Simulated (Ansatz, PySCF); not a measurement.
This PySCF input computes a PBE0/def2-TZVPD energy:

```python
from pyscf import gto, scf, dft

mol = gto.M(
    atom='''
    O     0.01382699   -0.00208751    0.60715025
    C    -0.02150103    0.16263942   -0.61155375
    H     0.01839031   -0.95913641   -1.18787951
    ''',
    basis='def2-tzvpd',
    charge=-1,
    spin=0,
    verbose=4,
)

mf = dft.RKS(mol, xc='pbe0').density_fit(auxbasis='def2-universal-jkfit')
mf.grids.level = 3
mf.conv_tol = 1e-9
mf.max_cycle = 100
mf.max_memory = 1500
mf.kernel()
if not mf.converged:
    mf = mf.newton()
    mf.kernel(mf.make_rdm1())
mf.analyze()
```

Q: Write an input for the same energy in Ansatz (an electronic-structure program) and say what it gives.

A: 
Ansatz 0.2 input:
```yaml
crystal:
  periodic: [false, false, false]
  atoms:
    - {symbol: O, position_ang: [0.01382699, -0.00208751, 0.60715025]}
    - {symbol: C, position_ang: [-0.02150103, 0.16263942, -0.61155375]}
    - {symbol: H, position_ang: [0.01839031, -0.95913641, -1.18787951]}
basis:
  gaussian:
    orbitals: def2-TZVPD
hamiltonian:
  xc: {name: PBE0}
total_charge: -1
output: {forces: true}
```
It gives -113.77380 Eh, and PySCF -113.77383 Eh, a difference of 0.03 mEh, from the treatment of integrals and grids.

It need not be the lowest isomer of its formula. Whether it binds its extra electron was not tested at this geometry.
